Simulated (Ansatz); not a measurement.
Basis-set extrapolation for C4H6O2, SMILES `COC1C=CO1` (PBE0-D4/def2-TZVP geometry, frozen core, the Gaussian-basis code of Ansatz). Multiplicity 1, RHF reference.

|  | def2-TZVPP | def2-QZVPP |
| --- | --- | --- |
| HF | -304.721214 | -304.735122 |
| MP2 correlation | -1.119850 | -1.199158 |
| CCSD(T) correlation | -1.199102 | not run |

Energies in hartree. Use E(X) = E(∞) + A·exp(−7.88·√X) for Hartree–Fock and E(X) = E(∞) + B·X^(−2.97) for correlation, with X = 3 and 4, and add CCSD(T) minus MP2 of the smaller set to the MP2 limit.

**Question.** What is the CCSD(T) energy at the basis-set limit?

**Answer.** HF limit: -304.735122 + (-0.013908) × 0.13774 = -304.73704. MP2 limit: -1.199158 + (-0.079308) × 0.74074 = -1.25790. Higher-order term: -1.199102 − (-1.119850) = -0.07925. Total: -306.07419 hartree, 404.0 kJ/mol below CCSD(T)/def2-TZVPP.
